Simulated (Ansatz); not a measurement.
Born–Oppenheimer molecular dynamics of BFH₂O (5 atoms, charge 0, multiplicity 1). It starts at the highest image of a converged band. Of that band: Neighbouring images differ by up to 2.0 eV, so the band resolves the path poorly. A vibrational analysis at the climbing image gives one clearly imaginary mode, 1211i cm⁻¹: a first-order saddle point.

Computed with RKS PBE-D4/def2-SVP in Ansatz 0.2.0.

| Quantity | Value |
| --- | --- |
| ensemble | NVE (velocity Verlet) |
| time step | 0.5 fs |
| steps asked | 200 |
| starting velocities drawn for | 300 K |
| seed | 10439 |

First frame:

```xyz
5
Properties=species:S:1:pos:R:3
B 0.136 0.053 -0.440
O 0.639 0.260 1.103
H 0.218 -0.380 1.738
H 1.369 -0.206 0.374
F -1.177 -0.008 -0.443
```

Task: How far do the bonds stretch over the last three quarters of this one trajectory? (Pairs bonded in most of those frames.)

Result: 
| bond | mean (Å) | spread (Å) | shortest | longest |
| --- | --- | --- | --- | --- |
| B1–F5 | 1.286 | 0.016 | 1.26 | 1.33 |
| O2–H3 | 0.977 | 0.011 | 0.95 | 1.00 |
| O2–H4 | 0.982 | 0.033 | 0.93 | 1.03 |

Mean temperature of the second half: 919 K. The conserved energy stayed within 0.22 meV per atom of its start (net change 0.12 meV per atom), so the integration is sound. The system heated up, since it started high on the potential surface and ran downhill. A run of 0.1 ps of so small a system gives no equilibrium averages. The orbitals stay closed-shell, which can raise the energy where a bond breaks towards radicals; this wasn't checked here.

Run time: 70 s on 1 thread of Intel(R) Xeon(R) Platinum 8559C (Emerald Rapids) (shared host), peak memory 0.1 GiB.
